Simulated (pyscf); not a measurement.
PySCF, gas phase, ωB97X-D3(BJ)/def2-SVP geometries. Correlated levels are frozen-core, on RHF or UHF. ΔMP2 is the change of the MP2 total energy from the triple- to the quadruple-zeta basis.

Q: For H₃Si–SH + hydrogen fluoride (HF) -> H₂S + F–SiH₃, a four-centre exchange (singlet surface; S–Si, F–H broken, H–S, F–Si formed), PBE/def2-TZVP gives ΔE‡ = 17.3 kcal/mol and ΔE = -16.3 kcal/mol (zero: the separated reactants). In which direction and how far do r²SCAN/def2-TZVP, B3LYP-D3(BJ)/def2-TZVP, CCSD(T)/def2-TZVPP + ΔMP2(QZVPP) move these?

A: r²SCAN: ΔE‡ = 19.5 kcal/mol, ΔE = -18.2 kcal/mol; B3LYP-D3(BJ): ΔE‡ = 22.6 kcal/mol, ΔE = -18.8 kcal/mol; CCSD(T): ΔE‡ = 27.4 kcal/mol, ΔE = -17.2 kcal/mol. PBE's barrier lies under all of them, by 2.2 to 10.2 kcal/mol. Its reaction energy lies over all of them, by 0.9 to 2.5 kcal/mol. Low barriers are usual for a GGA, whose delocalisation error favours stretched bonds. On the reactant side the descent ends in a complex, 5.8 kcal/mol under the separated species and 30.2 kcal/mol under the saddle at ωB97X-D3(BJ)/def2-TZVP. At ωB97X-D3(BJ) the barrier from the zero used here is 24.4 kcal/mol. One saddle was located; it need not be the lowest between these sides. The CCSD(T) − MP2 part came from Ansatz, without density fitting, on the same reference.
